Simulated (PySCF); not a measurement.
**The first ionisation energy along the alkali metals**

Calculated with PySCF 2.14 from differences of total energies of unrestricted determinants, without spin-orbit coupling. Values in eV. The last column holds reference values (NIST; (s) semi-empirical, (t) theoretical, else measured). Unmarked ones compare directly (S terms, centres of terms, or small fine structure); those marked * lie between the lowest fine-structure levels and include a spin-orbit shift.

```
                          element   configurations    UHF   PBE0  reference
Li (jorge-DZP-DKH, spin-free X2C)   [He] 2s1 → 1s2  5.333  5.565      5.392
 K (jorge-DZP-DKH, spin-free X2C)  [Ar] 4s1 → [Ar]  3.992  4.380      4.341
Rb (jorge-DZP-DKH, spin-free X2C)  [Kr] 5s1 → [Kr]  3.769  4.196      4.177
```

| method | elements | mean error (eV) | mean absolute error (eV) | largest error (eV) |
| --- | --- | --- | --- | --- |
| UHF | 3 | -0.272 | 0.272 | -0.408 |
| PBE0 | 3 | 0.077 | 0.077 | 0.173 |

Errors include the incompleteness of the basis and the frozen core.
